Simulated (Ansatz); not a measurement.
**Bulk modulus of some elemental solids other than molecular ones**

Method: LDA in Ansatz (plane waves, PAW). References are measured values corrected to a static lattice or taken at low temperature (these still hold zero-point motion). The table is a random draw of 14 from 39 solids with such references.

Values in GPa.

```json
[
 {"solid": "bcc Mo", "reference": "265 (265–278)", "LDA": "293", "error (%)": "+10.6"},
 {"solid": "hcp Tc", "reference": "303", "LDA": "343", "error (%)": "+13.2"},
 {"solid": "hcp Os", "reference": "425", "LDA": "448", "error (%)": "+5.4"},
 {"solid": "diamond-structure Ge", "reference": "77.3", "LDA": "71.3", "error (%)": "-7.8"},
 {"solid": "bcc Na", "reference": "7.9", "LDA": "9.14", "error (%)": "+15.7"},
 {"solid": "bcc K", "reference": "3.75", "LDA": "4.48", "error (%)": "+19.5"},
 {"solid": "bcc Ba", "reference": "9.34 (9.34–10.6)", "LDA": "?", "error (%)": "?"},
 {"solid": "hcp Cd", "reference": "53.8§ (50.7–53.8)", "LDA": "63.3", "error (%)": "+17.7"},
 {"solid": "bcc W", "reference": "312 (300–328)", "LDA": "335", "error (%)": "+7.4"},
 {"solid": "fcc Pb", "reference": "47", "LDA": "52.2", "error (%)": "+11.1"},
 {"solid": "bcc Cs", "reference": "2.11 (2.11–2.35)", "LDA": "2.44", "error (%)": "+15.6"},
 {"solid": "hcp Mg", "reference": "38.6†", "LDA": "39.7", "error (%)": "+2.8"},
 {"solid": "hcp Tl", "reference": "37.4", "LDA": "42.5", "error (%)": "+13.6"},
 {"solid": "fcc Ir", "reference": "365", "LDA": "405", "error (%)": "+11.0"}
]
```

Estimate the withheld LDA value.

The errors of the other rows run from -7.8 % to +19.5 %, with a median of +11.1 %; carried to the reference 9.34 it gives 10.4 GPa. The run gives 10.2 GPa (+9.2 %); the row was picked among those where that median comes within half of the row's own error. Over these 14 solids the mean error is +10.4 %, the mean absolute error 11.5 % (median 11.0 %), and the worst case bcc K at +19.5 %; the value is above the reference in 13 of 14 cases. Over all 39 the mean error is +13.9 % and the mean absolute error 14.6 % (median 11.1 %).

All these references are brought to a static lattice.

Spin–orbit coupling is left out, also for the solids with elements from indium on (hcp Os, bcc Ba, bcc W, fcc Pb, bcc Cs, hcp Tl, fcc Ir); its size isn't shown.

† marks references with one source in our tables, § those from which another value on file, of any temperature, differs by over 15 %.

Brackets give the range of our sources, which can hold other temperatures.

Differences are worked out from the printed values.

Each level is taken at its own relaxed cell. Caveats: the gap of the solid is closed in this run (diamond-structure Ge). Ansatz's density-functional and Hartree–Fock values are scalar-relativistic unless marked +SOC, with PAW data made under PBE.

Ansatz's runs of these crystals have no spin polarisation.

Not in this set, of the elemental solids other than molecular ones with a reference value in our tables and a result at some level: 6 for sources at odds (hcp Be, fcc Ca, antiferromagnetic bcc Cr, bcc Rb, hcp Sc and 1 more); 4 for a reference at room or unstated temperature (α-phase B, double-hcp La, hcp Lu, white tin (β-Sn)). These can be a level's worst cases. Values held back for tests aren't counted. Layered and molecular crystals are counted apart. The metals Ce to Yb are counted apart.

References as tabulated in doi:10.1021/acs.jctc.3c00612; Levämäki et al. (2014), arXiv:1402.3671; Lejaeghere et al. (2013), arXiv:1204.2733; Tanner et al. (2021), arXiv:2110.11888 and others.

Ansatz is an electronic-structure program.
